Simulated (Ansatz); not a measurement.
A made-up structure of AlSiH2O, doublet:

```xyz
5
angstrom
O 0.5246 -0.3596 0.6133
Al 1.6169 -1.3541 -1.2132
Si -0.0724 0.1831 -0.8064
H -1.3466 -0.5255 -1.1316
H -0.3241 1.6535 -0.7287
```

It is relaxed with PBE-D4/def2-SVP and then PBE0-D4/def2-TZVP (Ansatz 0.2.0). Atoms count as bonded within 1.22 times the sum of their covalent radii (H–H: 0.88 Å). The end point is not checked to be a true minimum.

(1) Does its bonding change? (Judge from chemistry; the calculation decides.)

## Answers

(1) By the calculation: Yes. Formed: O1–Al2; broken: Al2–Si3.

Where it ends: The first stage lowers the energy by 1.72 eV in 12 steps. It ends as AlSiH₂O ([Al][O][SiH2]):
O1  (0.817, -0.567, -0.642)
Al2  (2.167, -1.512, -0.205)
Si3  (-0.452, 0.333, -1.139)
H4  (-1.734, -0.342, -0.774)
H5  (-0.400, 1.685, -0.506)
(Å)

Labels in which every atom is bracketed show which atoms are joined, not bond orders.

For scale, one of the runs: PBE0-D4/def2-TZVP relaxation, 117 basis functions, launched by `ansatz run in.yaml --threads 2 --pin off --events-out ev --progress --plain --max-ram 4352MiB`. Hardware: 2 CPU threads of an Arm Neoverse V2, shared host. Wall time about 20 s.
